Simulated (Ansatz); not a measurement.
The input, for Ansatz 0.2.0:

```yaml
crystal:
  periodic: [false, false, false]
  atoms:
    - {symbol: Ge, position_ang: [0.000000, 0.000000, 1.719100]}
    - {symbol: B, position_ang: [0.000000, 0.000000, -0.255500]}
    - {symbol: O, position_ang: [0.000000, 0.000000, -1.463600]}
basis:
  gaussian: {orbitals: STO-3G}
magnetization: {spin_polarized: false, initial_magnetization: 2}
correlation: {method: fic_mrcisd_q, electrons: all, active_space: {window: {electrons: 9, orbitals: 7}}}
accuracy: high
```

```sh
$ ansatz run in.yaml --threads 1 --pin off --events-out ev --progress --plain --max-ram 2393MiB
```

Q: What does the program do with this input?

A: Refused. The input was made wrong on purpose (multiplicity of wrong parity), so the run isn't a sound calculation of what was asked.
```
Error: a molecule whose nuclei and cores have a total charge of 45 cannot have a net charge of 0 together with 2 unpaired electrons
```
